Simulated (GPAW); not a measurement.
# NH (imidogen): U-vdW-DF2/sz(dzp) (scalar-relativistic datasets)

We compute energy and one-electron properties of NH (imidogen). 

Program for the calculation: GPAW 26.7.0.

11 further runs of the same task are left out: 1 for a known fault of the program, 8 that didn't finish, 2 set aside as unsound or not needed.

## (1) Starting point

The species is NH (2 atoms), meant as a triplet with charge 0. As SMILES, `[NH]`. All atoms were displaced at random from a relaxed shape.

Bond lengths: N1–H2 1.181 Å.

## (2) Energy and one-electron properties at U-vdW-DF2/sz(dzp) (scalar-relativistic datasets)

Contents of calc.py:

```python
import numpy as np
from ase import Atoms
from ase.units import Bohr, Debye
from gpaw import GPAW
from gpaw.utilities.adjust_cell import adjust_cell

positions_bohr = np.array(
              [[  0.098362,   0.151036,  -0.181251],
               [  0.017506,   0.431407,   2.031374]])
mol = Atoms('NH', positions=positions_bohr * Bohr)
adjust_cell(mol, 3.0, h=0.22)
mol.set_initial_magnetic_moments([2.0, 0.0])

calc = GPAW(mode='lcao',
            maxiter=120,
            occupations={'name': 'fermi-dirac', 'width': 0.0, 'fixmagmom': True},
            h=0.22,
            xc={'name': 'vdW-DF2', 'backend': 'libvdwxc'},
            symmetry='off',
            basis='sz(dzp)',
            txt='-')
mol.calc = calc

energy = mol.get_potential_energy()
print(f'Energy                  {energy:.5f} eV')
forces = mol.get_forces()
print('Forces (eV/Ang)')
for symbol, f in zip(mol.symbols, forces):
    print(f'{symbol:2} {f[0]:9.4f} {f[1]:9.4f} {f[2]:9.4f}')
dipole = mol.get_dipole_moment() / Debye
print(f'Dipole                  {np.linalg.norm(dipole):.3f} D')
print('Moments:', mol.get_magnetic_moments().round(3))
```

Run with:

```bash
$ python3 -u calc.py | tee calc.out
```

Log:

```text
__  _  _
 | _ |_)|_||  |
 |__||  | ||/\| - 26.7.0

units:  Angstrom and eV
cores:  1
OpenMP: False

Versions:
  Python: 3.12.14
  ASE:    3.29.0
  Numpy:  2.5.5
  Scipy:  1.18.1
  Libxc:  7.0.0

        _gpaw.cpython-312-x86_64-linux-gnu.so

Input parameters:
  mode=LCAO(),
  basis={'default': 'sz(dzp)'},
  h=0.22,
  maxiter=120,
  occupations=Occupations(name='fermi-dirac', width=0.0, fixmagmom=True),
  symmetry=Symmetry(point_group=False, time_reversal=False),
  xc=XC(name='vdW-DF2', backend='libvdwxc')
     .--------------.
    /|              |
   / |              |
  /  |              |
 *   |              |
 |   |              |
 |   |    H         |
 |   |              |
 |   |     N        |
 |   |              |
 |   .--------------.
 |  /              /
 | /              /
 |/              /
 *--------------*

Atoms  # Å, Bohr magnetons
|   | symbol |        x |        y |        z |    initial magnetic moments |
|---|--------|----------|----------|----------|-----------------------------|
| 0 |      N | 3.101394 | 3.005817 | 3.374565 | ( 0.0000,  0.0000,  2.0000) |
| 1 |      H | 3.058606 | 3.154183 | 4.545435 | ( 0.0000,  0.0000,  0.0000) |

Unit cell  # Å
| periodic |        x |        y |        z |  lengths |    angles |
|----------|----------|----------|----------|----------|-----------|
|       no | 6.160000 | 0.000000 | 0.000000 | 6.160000 | 90.000000 |
|       no | 0.000000 | 6.160000 | 0.000000 | 6.160000 | 90.000000 |
|       no | 0.000000 | 0.000000 | 7.920000 | 7.920000 | 90.000000 |

Number of symmetries: 1
Symmetry operations  # r_c * U_cc + t_c -> r_c
|   | kind |            matrix            |
|---|------|------------------------------|
| 0 |  E   |  1, 0, 0,  0, 1, 0,  0, 0, 1 |

BZ-sampling:
  Number of BZ points: 1
  Number of IBZ points: 1

  Monkhorst-Pack size: [1, 1, 1]
  Monkhorst-Pack shift: [0, 0, 0]

K-points  # in reciprocal-cell coordinates
|   |                                coordinates |     weight |
|---|--------------------------------------------|------------|
| 0 | (  0.00000000,   0.00000000,   0.00000000) | 1.00000000 |

basis functions: 5
Spin-components: 2 (collinear spins)
Bands:           5
Projectors:      8
Spin-degeneracy: 1
Datatype:        <class 'float'>

  Storage: CPU
  Wave functions: 400 bytes (400 per core)

Parallelization:
  kpt:    1
  domain: 1
  band:   1

Density:
  Valence electrons: 6.0
  Components: 2
  Grid points: [28 28 36]
  Charge: 0.0  # |e|

Potential:
  Grid points: [28 28 36]

species:
  N:
    name:    Nitrogen
    Z:       7.0
    valence: 5
    core:    2
    charge:  0.0  # [|e|]
    file:    N.PBE.gz
    compensation charges:
      type: gauss
      rc: 0.18  # [Å]
      lmax: 2
    cutoffs:
      filter: 1.11  # [Å]
      core: 0.96  # [Å]
    projectors
    | kind |    occ | energy [eV] | rcut [Å] |
    |------|--------|-------------|----------|
    |   2s |  2.000 |     -18.583 |    0.603 |
    |   2p |  3.000 |      -7.089 |    0.529 |
    |    s |        |       8.629 |    0.603 |
    |    p |        |      20.123 |    0.529 |
    |    d |        |       0.000 |    0.577 |

    LCAO basis set for N:
      Name: sz(dzp)
      File: N.dzp.basis.gz
      Number of radial functions: 2
      Number of spherical harmonics: 4
        l=0, rc=4.8594 Bohr: 2s-sz confined orbital
        l=1, rc=6.0625 Bohr: 2p-sz confined orbital
      Number of RI-basis functions 0

  H:
    name:    Hydrogen
    Z:       1.0
    valence: 1
    core:    0
    charge:  0.0  # [|e|]
    file:    H.PBE.gz
    compensation charges:
      type: gauss
      rc: 0.15  # [Å]
      lmax: 2
    cutoffs:
      filter: 0.85  # [Å]
      core: 0.53  # [Å]
    projectors
    | kind |    occ | energy [eV] | rcut [Å] |
    |------|--------|-------------|----------|
    |   1s |  1.000 |      -6.494 |    0.476 |
    |    s |        |      20.717 |    0.476 |
    |    p |        |       0.000 |    0.476 |

    LCAO basis set for H:
      Name: sz(dzp)
      File: H.dzp.basis.gz
      Number of radial functions: 1
      Number of spherical harmonics: 1
        l=0, rc=6.4219 Bohr: 1s-sz confined orbital
      Number of RI-basis functions 0

Reference energy: -1494.211666  # eV

eigensolver:
  <gpaw.new.lcao.eigensolver.LCAOEigensolver object at 0x7a926abd1a00>
density mixing:
  MSR1-Mixer
  Pratt-step length: 0.05
  Maximum mixing coefficient: 0.75
  Old densities: 10
  SVD Regularization: 0.005
  Good broyden scale: 1.0
  Trust region scale: 1.0
  Backstep threshold: 4.0
  History deletion threshold: 6.0
  Fourier metric: weight=20.0, sigma=0.015

occupation numbers:
  Fixed magnetic moment: 2.000
  # Zero width

FastPoissonSolver using
    Stencil: 6*3+1=19 point O(h^6) finite-difference Laplacian
    FFT axes: []
    FST axes: [np.int64(0), np.int64(1), np.int64(2)]

xc functional:
  name: vdW-DF2 with libvdwxc
  Mode: serial
  Semilocal: GGA_X_RPW86+LDA_C_PW with 2 nearest neighbor stencil
  Local blocksize: 56 x 56 x 72
  PAW datasets: PBE
interpolation: tri-quintic # 5. degree polynomial

     .--------------.
    /|              |
   / |              |
  /  |              |
 *   |              |
 |   |              |
 |   |    H         |
 |   |              |
 |   |     N        |
 |   |              |
 |   .--------------.
 |  /              /
 | /              /
 |/              /
 *--------------*

Atoms  # Å, Bohr magnetons
|   | symbol |        x |        y |        z |    initial magnetic moments |
|---|--------|----------|----------|----------|-----------------------------|
| 0 |      N | 3.101394 | 3.005817 | 3.374565 | ( 0.0000,  0.0000,  2.0000) |
| 1 |      H | 3.058606 | 3.154183 | 4.545435 | ( 0.0000,  0.0000,  0.0000) |

Unit cell  # Å
| periodic |        x |        y |        z |  lengths |    angles |
|----------|----------|----------|----------|----------|-----------|
|       no | 6.160000 | 0.000000 | 0.000000 | 6.160000 | 90.000000 |
|       no | 0.000000 | 6.160000 | 0.000000 | 6.160000 | 90.000000 |
|       no | 0.000000 | 0.000000 | 7.920000 | 7.920000 | 90.000000 |

Number of symmetries: 1
Symmetry operations  # r_c * U_cc + t_c -> r_c
|   | kind |            matrix            |
|---|------|------------------------------|
| 0 |  E   |  1, 0, 0,  0, 1, 0,  0, 0, 1 |

BZ-sampling:
  Number of BZ points: 1
  Number of IBZ points: 1

  Monkhorst-Pack size: [1, 1, 1]
  Monkhorst-Pack shift: [0, 0, 0]

K-points  # in reciprocal-cell coordinates
|   |                                coordinates |     weight |
|---|--------------------------------------------|------------|
| 0 | (  0.00000000,   0.00000000,   0.00000000) | 1.00000000 |

basis functions: 5
Spin-components: 2 (collinear spins)
Bands:           5
Projectors:      8
Spin-degeneracy: 1
Datatype:        <class 'float'>

  Storage: CPU
  Wave functions: 400 bytes (400 per core)

Parallelization:
  kpt:    1
  domain: 1
  band:   1

Density:
  Valence electrons: 6.0
  Components: 2
  Grid points: [28 28 36]
  Charge: 0.0  # |e|

Potential:
  Grid points: [28 28 36]

species:
  N:
    name:    Nitrogen
    Z:       7.0
    valence: 5
    core:    2
    charge:  0.0  # [|e|]
    file:    N.PBE.gz
    compensation charges:
      type: gauss
      rc: 0.18  # [Å]
      lmax: 2
    cutoffs:
      filter: 1.11  # [Å]
      core: 0.96  # [Å]
    projectors
    | kind |    occ | energy [eV] | rcut [Å] |
    |------|--------|-------------|----------|
    |   2s |  2.000 |     -18.583 |    0.603 |
    |   2p |  3.000 |      -7.089 |    0.529 |
    |    s |        |       8.629 |    0.603 |
    |    p |        |      20.123 |    0.529 |
    |    d |        |       0.000 |    0.577 |

    LCAO basis set for N:
      Name: sz(dzp)
      File: N.dzp.basis.gz
      Number of radial functions: 2
      Number of spherical harmonics: 4
        l=0, rc=4.8594 Bohr: 2s-sz confined orbital
        l=1, rc=6.0625 Bohr: 2p-sz confined orbital
      Number of RI-basis functions 0

  H:
    name:    Hydrogen
    Z:       1.0
    valence: 1
    core:    0
    charge:  0.0  # [|e|]
    file:    H.PBE.gz
    compensation charges:
      type: gauss
      rc: 0.15  # [Å]
      lmax: 2
    cutoffs:
      filter: 0.85  # [Å]
      core: 0.53  # [Å]
    projectors
    | kind |    occ | energy [eV] | rcut [Å] |
    |------|--------|-------------|----------|
    |   1s |  1.000 |      -6.494 |    0.476 |
    |    s |        |      20.717 |    0.476 |
    |    p |        |       0.000 |    0.476 |

    LCAO basis set for H:
      Name: sz(dzp)
      File: H.dzp.basis.gz
      Number of radial functions: 1
      Number of spherical harmonics: 1
        l=0, rc=6.4219 Bohr: 1s-sz confined orbital
      Number of RI-basis functions 0

Reference energy: -1494.211666  # eV

eigensolver:
  <gpaw.new.lcao.eigensolver.LCAOEigensolver object at 0x7a926aa12150>
density mixing:
  MSR1-Mixer
  Pratt-step length: 0.05
  Maximum mixing coefficient: 0.75
  Old densities: 10
  SVD Regularization: 0.005
  Good broyden scale: 1.0
  Trust region scale: 1.0
  Backstep threshold: 4.0
  History deletion threshold: 6.0
  Fourier metric: weight=20.0, sigma=0.015

occupation numbers:
  Fixed magnetic moment: 2.000
  # Zero width

FastPoissonSolver using
    Stencil: 6*3+1=19 point O(h^6) finite-difference Laplacian
    FFT axes: []
    FST axes: [np.int64(0), np.int64(1), np.int64(2)]

xc functional:
  name: vdW-DF2 with libvdwxc
  Mode: serial
  Semilocal: GGA_X_RPW86+LDA_C_PW with 2 nearest neighbor stencil
  Local blocksize: 56 x 56 x 72
  PAW datasets: PBE
interpolation: tri-quintic # 5. degree polynomial

Initialization done in: 2.245 s

convergence criteria:
- Maximum [total energy] change in last 3 cyles: 0.0005 eV / valence electron
- Maximum integral of absolute [dens]ity change: 0.0001 electrons / valence electron
- Maximum integral of absolute [eigenst]ate change: 4e-08 eV^2 / valence electron
maximum number of iterations: 120

SCF iterations
|iter     |     time |      energy | eigst |  dens |  magmom |
|---------|----------|-------------|-------|-------|---------|
|iter:   1| 00:00:02 |  -16.730846 |      c|       |  +1.9988|
|iter:   2| 00:00:03 |  -16.722384 |      c| -0.64 |  +1.9989|
|iter:   3| 00:00:04 |  -16.745471 |      c| -0.66 |  +1.9997|
|iter:   4| 00:00:05 |  -16.764048 |      c| -1.31 |  +1.9999|
|iter:   5| 00:00:05 |  -16.767294 |      c| -1.83 |  +1.9999|
|iter:   6| 00:00:06 |  -16.767679 |      c| -2.34 |  +2.0000|
|iter:   7| 00:00:07 |  -16.767698c|      c| -2.91 |  +2.0000|
|iter:   8| 00:00:07 |  -16.767703c|      c| -3.27 |  +2.0000|
|iter:   9| 00:00:08 |  -16.767703c|      c| -4.34c|  +2.0000|

Converged in 9 steps
SCF loop duration: 6.148 s (0.683 s/step)
Energy contributions relative to reference atoms: (reference = -1494.211666)

Energy contributions:
  Kinetic:           6.333893
  Coulomb:          -6.608058
  Zero:              0.543066
  External:          0.000000
  Xc:              -17.036604
  Entropy:           0.000000
  Spinorbit:         0.000000
  ----------------------------
  Free energy:     -16.767703
  Extrapolated:    -16.767703

dipole moment: (-0.009217, 0.032071, 0.252917)  # |e|*Ang

Total magnetic moment: (0.000000, 0.000000, 1.999952)

Local magnetic moments
|        x |        y |         z |
|----------|----------|-----------|
| 0.000000 | 0.000000 |  0.699342 |  # N    0
| 0.000000 | 0.000000 | -0.012669 |  # H    1

Fermi levels: -2.176, -6.403
Eigenvalues  # (at kpt = [0.000, 0.000, 0.000])
| band index |      eig [eV] | occ [0-1] |      eig [eV] | occ [0-1] |
|------------|---------------|-----------|---------------|-----------|
|          0 |       -20.895 |     1.000 |       -18.362 |     1.000 |
|          1 |        -9.723 |     1.000 |        -8.780 |     1.000 |
|          2 |        -8.147 |     1.000 |        -4.673 |     0.000 |
|          3 |        -8.132 |     1.000 |        -4.663 |     0.000 |
|          4 |         0.311 |     0.000 |         1.051 |     0.000 |

Gap: 4.974 eV
Transition (v -> c):
  (s=1, k=0, n=3, [0.00, 0.00, 0.00]) -> (s=0, k=0, n=4, [0.00, 0.00, 0.00])
No difference between direct/indirect transitions
vacuum-level: 0.000  # V
Energy                  -16.76770 eV

Forces  # eV/Ang
|        x |        y |        z |
|----------|----------|----------|
| -0.04398 | -0.04545 | -1.28005 |  # N    0
| -0.09705 |  0.13033 |  1.25712 |  # H    1

Force computation time: 0.021  # s
Forces (eV/Ang)
N    -0.0440   -0.0454   -1.2800
H    -0.0970    0.1303    1.2571
Dipole                  1.225 D
Moments: [ 0.699 -0.013]
```

Wall time 9.2 s (1 thread of Intel Xeon Platinum 8259CL at 2.50GHz (Skylake/Cascade Lake), shared host); peak memory 0.3 GiB.

## (3) What came out

Level: U-vdW-DF2/sz(dzp) (scalar-relativistic datasets).

```
                                              quantity        value
energy as printed (from the program's reference atoms)  -16.7677 eV
                                         dipole moment       1.23 D
                    HOMO energy (highest over α and β)     -8.13 eV
                     LUMO energy (lowest over α and β)     -4.67 eV
```
